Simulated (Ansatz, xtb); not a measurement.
C5H4S: 3 structures ranked

3 gas-phase structures of C5H4S, from a drawn sample of its isomers (lower ones may exist). Each was relaxed with GFN2-xTB:

A. `C#CC#CCS`, a singlet
B. `C#CCC#CS`, a singlet
C. `C#CC(S)C#C`, a singlet

Question: Make a reasoned guess at their ranking by r2SCAN-D4/def2-SVP single-point energy.

Answer: Calculated order at r2SCAN-D4/def2-SVP: A (0.0), B (42.5), C (70.6) kJ/mol.

Energies above the lowest of each column, in kJ/mol; the last columns are at PBE-D3(BJ)/def2-SVP geometries:

```csv
structure,GFN2-xTB,HF/STO-3G,r2SCAN-D4/def2-SVP,PBE-D3(BJ)/def2-SVP,CCSD(T)/def2-SVP + ΔMP2/def2-TZVPP
A,0.0,0.0,0.0,0.0,0.0
B,15.6,2.1,42.5,41.9,20.0
C,36.3,52.3,70.6,70.6,40.9
```

Every level run on A puts it lowest or level with the lowest. Flexible structures stand in one conformer each, not always the lowest. ΔMP2 is the change of the MP2 energy from the smaller to the larger basis.

Programs: Ansatz 0.2.0, xtb 6.7.1.
